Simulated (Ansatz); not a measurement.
`O[Si]Cl` and `N[Si]Cl` differ in one atom or group.

Ansatz, PBE0-D4/def2-TZVP geometries, multiplicity 1. Each molecule was computed in one conformer, which needn't be the lowest.

| property | `O[Si]Cl` |
| --- | --- |
| zero-point energy (PBE0-D4/def2-TZVP) / kJ/mol | 40.6 |
| LUMO energy (PBE0/def2-TZVPP) / eV | -2.02 |
| LUMO energy (PBE/def2-TZVPP) / eV | -2.82 |
| size of the dipole moment (PBE/def2-TZVPP) / D | 1.00 |
| HOMO–LUMO gap (ωB97M-V/def2-TZVPP) / eV | 9.75 |
| HOMO energy (ωB97M-V/def2-TZVPP) / eV | -9.72 |

(1) What does the change do to each property? (Estimate.)

Answers

(1) Ansatz gave: 
```csv
property,`N[Si]Cl`,shift
zero-point energy (PBE0-D4/def2-TZVP) / kJ/mol,73.2,32.6
LUMO energy (PBE0/def2-TZVPP) / eV,-1.53,0.49
LUMO energy (PBE/def2-TZVPP) / eV,-2.33,0.49
size of the dipole moment (PBE/def2-TZVPP) / D,2.68,1.68
HOMO–LUMO gap (ωB97M-V/def2-TZVPP) / eV,9.69,-0.06
HOMO energy (ωB97M-V/def2-TZVPP) / eV,-9.22,0.50
```

The zero-point energy changes by 32.6 kJ/mol with +3 modes. Dipoles are sizes alone; their direction can turn.
